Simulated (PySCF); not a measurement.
# One shape, several levels: triplet C3H5F

Aim: a comparison of 6 runs (UHF/3-21G, U-wB97X/def2-SVP, UB3LYP/def2-SVP, UBLYP/def2-SVP, UCAM-B3LYP/def2-SVP, USCS-MP2/def2-SVP) of triplet C3H5F. The job is set up through a Python script.

Program for the calculation: PySCF 2.14.0.

3 further runs of the same task are left out: 3 set aside as unsound or not needed.

### Step 1. Starting point

C3H5F: 9 atoms, total charge 0, spin state triplet. SMILES of the parent species: `C=CCF`. Geometry: relaxed at PBE0-D4/def2-TZVP. That shape belongs to the parent species and isn't relaxed for this state.

Bond lengths: C1–C2 1.324 Å, C2–C3 1.486 Å, C3–F4 1.387 Å, C1–H5 1.084 Å, C1–H6 1.086 Å, C2–H7 1.087 Å, C3–H8 1.096 Å, C3–H9 1.094 Å. Some angles: C1–C2–C3 123.6°, C2–C3–F4 110.3°, C1–C2–H7 120.6°, C3–C2–H7 115.9°, C2–C1–H5 121.7°, C2–C1–H6 121.3°, C2–C3–H8 111.1°, C2–C3–H9 111.2°, F4–C3–H8 106.9°, F4–C3–H9 108.2°.

### Step 2. A single-point energy at UHF/3-21G (run 1)

Input file run.py:

```python
from pyscf import gto

molecule = gto.Mole()
molecule.atom = '''
C     -1.092262     2.121218    -1.148953
C      0.666128     0.407047    -0.667829
C      0.378890    -1.611558     1.263282
F      0.813527    -3.965023     0.193319
H     -0.798409     3.607865    -2.525997
H     -2.894494     2.105155    -0.168375
H      2.456266     0.435960    -1.675242
H      1.757067    -1.381012     2.791503
H     -1.524631    -1.610614     2.068683
'''
molecule.spin = 2
molecule.verbose = 3
molecule.max_memory = 1860
molecule.charge = 0
molecule.unit = 'bohr'
molecule.basis = '3-21g'
molecule.build()

mf = molecule.UHF()
mf.conv_tol = 1e-10
mf.kernel()
if not mf.converged:
    mf = mf.newton().run(mf.mo_coeff, mf.mo_occ)

etot = mf.e_tot
print('E = %.10f Eh' % etot)
```

Started as:

```sh
OMP_NUM_THREADS=1 python run.py
```

The program printed:

```text
WARN: HOMO 0.0483996027054592 >= LUMO -0.277987156997374

converged SCF energy = -214.602430300443  <S^2> = 2.0201728  2S+1 = 3.0134185
E = -214.6024303004 Eh
```

Run time: 0.7 s. Hardware: 1 thread of Arm Neoverse V2, shared host; peak memory 0.12 GiB.

### Step 3. A single-point energy at U-wB97X/def2-SVP (run 2)

Input file start.xyz:

```xyz
9
C3H5F
C     -0.578000     1.122500    -0.608000
C      0.352500     0.215400    -0.353400
C      0.200500    -0.852800     0.668500
F      0.430500    -2.098200     0.102300
H     -0.422500     1.909200    -1.336700
H     -1.531700     1.114000    -0.089100
H      1.299800     0.230700    -0.886500
H      0.929800    -0.730800     1.477200
H     -0.806800    -0.852300     1.094700
```

Input file input.py:

```python
from pyscf import gto, dft

mol = gto.M(
    atom='start.xyz',
    max_memory=1860,
    verbose=3,
    charge=0,
    spin=2,
    basis='def2-svp',
)

mf = dft.UKS(mol)
mf.xc = 'wb97x'
mf.conv_tol = 1e-10
mf.grids.level = 5
mf.kernel()
if not mf.converged:
    mf = mf.newton().run(mf.mo_coeff, mf.mo_occ)

e_final = mf.e_tot
print('Final energy', e_final)
```

Started as:

```sh
OMP_NUM_THREADS=1 python input.py
```

The program printed:

```text
WARN: HOMO -0.0288601597402303 >= LUMO -0.310397515131161

converged SCF energy = -216.74817079952  <S^2> = 2.0071982  2S+1 = 3.0047949
Final energy -216.74817079951984
```

It took 38 s on 1 thread of Arm Neoverse V2, shared host; peak memory 0.43 GiB.

Runs 3 to 4 aren't shown in full; the table further down has their settings and results.

### Step 4. The energy at UCAM-B3LYP/def2-SVP (run 5)

Input file calc.py:

```python
from pyscf import gto, dft

mol = gto.M(
    atom=[
    ('C', (-0.578000, 1.122500, -0.608000)),
    ('C', (0.352500, 0.215400, -0.353400)),
    ('C', (0.200500, -0.852800, 0.668500)),
    ('F', (0.430500, -2.098200, 0.102300)),
    ('H', (-0.422500, 1.909200, -1.336700)),
    ('H', (-1.531700, 1.114000, -0.089100)),
    ('H', (1.299800, 0.230700, -0.886500)),
    ('H', (0.929800, -0.730800, 1.477200)),
    ('H', (-0.806800, -0.852300, 1.094700)),
],
    verbose=3,
    basis='def2-svp',
    max_memory=1860,
    spin=2,
)

mf = dft.UKS(mol, xc='cam-b3lyp')
mf.conv_tol = 1e-10
mf.grids.level = 5
mf.kernel()
if not mf.converged:
    mf = mf.newton().run(mf.mo_coeff, mf.mo_occ)

etot = mf.e_tot
print(f'total energy: {etot:.8f} hartree')
```

Started as:

```sh
OMP_NUM_THREADS=1 python calc.py
```

The program printed:

```text
WARN: HOMO -0.0526424044423131 >= LUMO -0.315737593690556

converged SCF energy = -216.709920739451  <S^2> = 2.0063057  2S+1 = 3.0042008
total energy: -216.70992074 hartree
```

Wall time 37 s (1 thread of Arm Neoverse V2, shared host); peak memory 0.43 GiB.

### Step 5. A single-point energy at USCS-MP2/def2-SVP (run 6)

Input file job.py:

```python
from pyscf import gto, scf, mp

mol = gto.Mole()
mol.atom = [
    ('C', (-0.578000, 1.122500, -0.608000)),
    ('C', (0.352500, 0.215400, -0.353400)),
    ('C', (0.200500, -0.852800, 0.668500)),
    ('F', (0.430500, -2.098200, 0.102300)),
    ('H', (-0.422500, 1.909200, -1.336700)),
    ('H', (-1.531700, 1.114000, -0.089100)),
    ('H', (1.299800, 0.230700, -0.886500)),
    ('H', (0.929800, -0.730800, 1.477200)),
    ('H', (-0.806800, -0.852300, 1.094700)),
]
mol.max_memory = 1860
mol.spin = 2
mol.basis = 'def2-svp'
mol.verbose = 3
mol.build()

myscf = scf.UHF(mol)
myscf.conv_tol = 1e-10
myscf.kernel()
if not myscf.converged:
    myscf = myscf.newton().run(myscf.mo_coeff, myscf.mo_occ)

pt = mp.MP2(myscf, frozen=4).run()
e_final = myscf.e_tot + 1.2 * pt.e_corr_os + pt.e_corr_ss / 3
print('E = %.10f Eh' % e_final)
```

Started as:

```sh
OMP_NUM_THREADS=1 python job.py
```

The program printed:

```text
WARN: HOMO 0.0385230304772755 >= LUMO -0.280707936504465

converged SCF energy = -215.625849712315  <S^2> = 2.019474  2S+1 = 3.0129547
E(UMP2) = -216.169395224847  E_corr = -0.543545512531547
E(SCS-UMP2) = -216.162890276371  E_corr = -0.537040564055375
E = -216.1628902764 Eh
```

Wall time 2.1 s (1 thread of Arm Neoverse V2, shared host); peak memory 0.19 GiB.

### Step 6. All runs side by side

```tsv
run	level	integration grid	frozen core orbitals	energy (Eh)	dipole moment (D) of the reference	HOMO energy (eV)	LUMO energy (eV)	wall time
1	UHF/3-21G	–	–	-214.602430	2.27	-6.87	1.07	0.7 s
2	U-wB97X/def2-SVP	5	–	-216.748171	1.87	-5.82	-2.24	38 s
3	UB3LYP/def2-SVP	5	–	-216.806380	1.79	-3.25	–	29 s
4	UBLYP/def2-SVP	5	–	-216.722952	1.58	-2.01	–	30 s
5	UCAM-B3LYP/def2-SVP	5	–	-216.709921	1.85	-4.87	-3.17	37 s
6	USCS-MP2/def2-SVP	–	4	-216.162890	2.18	-6.89	0.89	2.1 s
```

### Step 7. Summary of results

| quantity | value |
| --- | --- |
| run 6: total energy | -216.16289 Eh |
| run 6: dipole moment (Hartree–Fock density) | 2.18 D |
| run 6: HOMO energy (Hartree–Fock orbitals) (highest over α and β) | -6.89 eV |
| run 6: LUMO energy (Hartree–Fock orbitals) (lowest over α and β) | 0.89 eV |
| run 6: correlation energy (4 core orbitals frozen) | -537.0 mEh |
| run 6: ⟨S²⟩ of the reference determinant | 2.019 |

What this shows: Over runs 1, 2, 3, 4, 5 the dipole moment (its size) runs from 1.58 D (UBLYP/def2-SVP) to 2.27 D (UHF/3-21G). The two ends differ in method and basis. Totals of different functionals can't be ranked against each other. All runs together took 2.3 min, the longest 38 s.
